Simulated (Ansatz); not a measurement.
# SiHClO+ (doublet): the correlation ladder, cc-pVDZ

An exercise on one series of results from a longer session: the logs are not shown, and one member is left open.

The runs use Ansatz 0.2.0, Gaussian basis; cc-pVDZ, core rule «outside noble gas», up to 11 orbitals frozen.

The runs, in order: UHF; CCSD(T) on ROHF; CCSD(T) on UHF; BCCD(T) on ROHF; CISD; CCSDT(Q) on ROHF; CCSDT(Q) on UHF.

8 further runs of the same task are left out: 2 for a known fault of the program, 6 set aside as unsound or not needed.

## The geometry

The geometry is a PBE0/def2-TZVP stationary point (not a proven minimum) of the parent state, kept for this charge and spin.

4 atoms, charge 1, spin multiplicity 2.

Atoms are counted from 1 here; the program's logs count them from 0.

Bond lengths: Cl1–Si2 2.056 Å, Si2–O3 1.650 Å, O3–H4 0.961 Å. Angles: Cl1–Si2–O3 118.8°, Si2–O3–H4 115.3°.

The first run:

in.yaml reads:

```yaml
crystal:
  periodic: [false, false, false]
  atoms:
    - {symbol: Cl, position_ang: [-0.008356, -0.197707, 1.342880]}
    - {symbol: Si, position_ang: [-0.024651, 0.557521, -0.569653]}
    - {symbol: O, position_ang: [0.107494, -0.489540, -1.837441]}
    - {symbol: H, position_ang: [-0.725501, -0.810184, -2.194734]}
basis:
  gaussian: {orbitals: cc-pVDZ}
total_charge: 1
magnetization: {spin_polarized: true, initial_magnetization: 1}
hamiltonian: {xc: hf}
output: {orbitals: {seedname: orbitals}}
```

Run with:

```bash
$ ansatz run in.yaml --threads 1 --pin off --events-out ev --progress --plain --max-ram 2560MiB --backend cpu
```

Among the steps run: UHF; CCSD(T) on ROHF; CCSD(T) on UHF; BCCD(T) on ROHF; CISD; CCSDT(Q) on ROHF; CCSDT(Q) on UHF.

One of the session's tables, all rows but one given; the rest of the session is left out.

```
   method  from UCCSDT(Q) (kJ/mol)
     ROHF                  +1111.1
      UHF                  +1102.8
     RMP2                        ?
     UMP2                    +95.0
     CISD                   +151.6
    RCCSD                    +38.7
    UCCSD                    +38.3
 RCCSD(T)                     +6.6
 UCCSD(T)                     +6.7
  BCCD(T)                     +6.3
   RCCSDT                     +3.7
   UCCSDT                     +3.6
RCCSDT(Q)                     +0.7
UCCSDT(Q)                        0
```

Estimate the missing values for RMP2.

**Answer.** from UCCSDT(Q) (kJ/mol): +95.5. In the column «from UCCSDT(Q) (kJ/mol)» it lies between UMP2 (+95.0) and CISD (+151.6).

Caveats from the session: Restricted and unrestricted rows rest on different reference determinants; where their highest levels disagree by more than a few hundredths of an eV, they describe different states and don't form one ladder.
